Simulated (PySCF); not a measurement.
## `InChI=1S/C5H12S/c1-3-4-5(2)6/h5-6H,3-4H2,1-2H3/t5-/m0/s1`

Molfile (atoms numbered from 1):
```
C5H12S
     RDKit          3D

 18 17  0  0  0  0  0  0  0  0999 V2000
    2.6030   -0.3071   -0.4342 C   0  0  0  0  0  0  0  0  0  0  0  0
    1.3939   -0.1729    0.4770 C   0  0  0  0  0  0  0  0  0  0  0  0
    0.0724   -0.2097   -0.2746 C   0  0  0  0  0  0  0  0  0  0  0  0
   -1.1714   -0.0222    0.5895 C   0  0  2  0  0  0  0  0  0  0  0  0
   -2.4570   -0.2767   -0.1801 C   0  0  0  0  0  0  0  0  0  0  0  0
   -1.2096    1.6062    1.4323 S   0  0  0  0  0  0  0  0  0  0  0  0
    3.5433   -0.2878    0.1370 H   0  0  0  0  0  0  0  0  0  0  0  0
    2.6439    0.5153   -1.1666 H   0  0  0  0  0  0  0  0  0  0  0  0
    2.5794   -1.2510   -1.0028 H   0  0  0  0  0  0  0  0  0  0  0  0
    1.4488    0.7692    1.0468 H   0  0  0  0  0  0  0  0  0  0  0  0
    1.4017   -0.9816    1.2293 H   0  0  0  0  0  0  0  0  0  0  0  0
    0.0720    0.5604   -1.0685 H   0  0  0  0  0  0  0  0  0  0  0  0
   -0.0244   -1.1780   -0.7997 H   0  0  0  0  0  0  0  0  0  0  0  0
   -1.1175   -0.7214    1.4425 H   0  0  0  0  0  0  0  0  0  0  0  0
   -3.3393   -0.1420    0.4610 H   0  0  0  0  0  0  0  0  0  0  0  0
   -2.4703   -1.3016   -0.5857 H   0  0  0  0  0  0  0  0  0  0  0  0
   -2.5468    0.4193   -1.0300 H   0  0  0  0  0  0  0  0  0  0  0  0
   -1.2974    2.3451    0.3035 H   0  0  0  0  0  0  0  0  0  0  0  0
  1  2  1  0
  2  3  1  0
  3  4  1  0
  4  5  1  0
  4  6  1  0
  1  7  1  0
  1  8  1  0
  1  9  1  0
  2 10  1  0
  2 11  1  0
  3 12  1  0
  3 13  1  0
  4 14  1  1
  5 15  1  0
  5 16  1  0
  5 17  1  0
  6 18  1  0
M  END
```

Computed with TDDFT CAM-B3LYP/aug-cc-pVDZ excited states, vertical, gas phase in PySCF. Geometry: PBE0-D3(BJ)/def2-SVP.

Task: Give the one- and two-photon strengths of the lowest singlets.

Result: δ for parallel linear polarisation; σ at the peak of a Lorentzian of half width 0.1 eV, single beam; Ω is circular over linear.
| state | E (eV) | f | photon λ (nm) | δ (au) | σ (GM) | Ω | main |
| --- | --- | --- | --- | --- | --- | --- | --- |
| S1 | 5.43 | 0.009 | 457 | 5.72 | 0.06 | 0.69 | HOMO→LUMO 0.23, HOMO→LUMO+3 0.14 |
| S2 | 6.01 | 0.031 | 413 | 59.6 | 0.79 | 1.49 | HOMO→LUMO+5 0.30, HOMO→LUMO 0.21 |
| S3 | 6.44 | 0.012 | 385 | 69 | 1.05 | 1.18 | HOMO→LUMO+2 0.51, HOMO→LUMO 0.17 |
| S4 | 6.74 | 0.001 | 368 | 172 | 2.86 | 0.85 | HOMO→LUMO+3 0.50, HOMO→LUMO 0.28 |
| S5 | 6.88 | 0.003 | 360 | 615 | 10.67 | 0.29 | HOMO→LUMO+1 0.44, HOMO→LUMO+2 0.22 |
| S6 | 7.26 | 0.031 | 342 | 23.2 | 0.45 | 1.18 | HOMO→LUMO+4 0.51, HOMO→LUMO+3 0.10 |
